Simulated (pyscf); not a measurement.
H₃C–BH–NH₂ (SMILES CBN) + H₂ (SMILES [H][H]) -> H₂B–CH₃ (SMILES BC) + NH₃ (SMILES N), a multi-bond step (singlet surface; C–H, B–N, H–H broken, C–H, B–H, H–N formed). Optimised with ωB97X-D3(BJ)/def2-SVP in PySCF. Energies in kcal/mol from the separated reactants.

Small-basis levels: PySCF, no dispersion term, spherical d functions. AM1 to PM7: differences of heats of formation from MOPAC, which are fitted to 298 K values and so differ in kind from electronic energies by zero-point and thermal terms. GFN2-xTB: tblite. Cost: rough CPU time at the saddle relative to B3LYP/6-31G*, from one job on a shared machine.

```json
[
 {"level": "HF/STO-3G", "barrier": "128.7", "reaction energy": "+34.0", "cost": "0.05"},
 {"level": "SVWN5/6-31G*", "barrier": "…", "reaction energy": "+37.4", "cost": "0.9"},
 {"level": "PBE/6-31G*", "barrier": "74.6", "reaction energy": "+33.3", "cost": "1"},
 {"level": "B3LYP/STO-3G", "barrier": "96.7", "reaction energy": "+47.2", "cost": "0.5"},
 {"level": "B3LYP/LANL2DZ", "barrier": "88.1", "reaction energy": "+36.3", "cost": "0.7"},
 {"level": "M06-2X/6-31G*", "barrier": "87.9", "reaction energy": "+32.5", "cost": "2"},
 {"level": "B3LYP/def2-SVP", "barrier": "83.1", "reaction energy": "+33.3", "cost": "1"},
 {"level": "GFN2-xTB", "barrier": "73.5", "reaction energy": "+18.1", "cost": "under 0.02"},
 {"level": "AM1", "barrier": "97.4", "reaction energy": "+42.9", "cost": "under 0.02"},
 {"level": "PM3", "barrier": "…", "reaction energy": "+58.6", "cost": "under 0.02"},
 {"level": "PM6", "barrier": "91.1", "reaction energy": "+63.2", "cost": "under 0.02"},
 {"level": "PM7", "barrier": "95.3", "reaction energy": "+67.1", "cost": "under 0.02"},
 {"level": "ωB97M-D3(BJ)/def2-TZVP", "barrier": "…", "reaction energy": "+30.3", "cost": "–"}
]
```

What belongs in the gaps?


- SVWN5/6-31G*, barrier: 64.9
- PM3, barrier: 79.1
- ωB97M-D3(BJ)/def2-TZVP, barrier: 85.4

Against the last row the barrier runs from -20.4 (SVWN5/6-31G*) to +43.3 kcal/mol (HF/STO-3G). ωB97M-D3(BJ)/def2-TZVP has limits of its own. On the product side the descent ends in an adduct with a B–N contact, 26.7 kcal/mol under the separated species and 84.3 kcal/mol under the saddle at ωB97X-D3(BJ)/def2-TZVP. What is counted as broken (B–N) persists as a longer contact in the product adduct; parting that adduct is a step of its own. At ωB97X-D3(BJ)/def2-TZVP the barrier from the zero used here is 87.4 kcal/mol. The same reactants have a lower exit, to H₂B–NH₂ + CH₄ (barrier +47.5 kcal/mol at ωB97M-D3(BJ)/def2-TZVP, against +85.4 kcal/mol here). Another saddle between the same species, by other bonds, lies lower (40.5 kcal/mol against 85.4 kcal/mol at ωB97M-D3(BJ)/def2-TZVP).
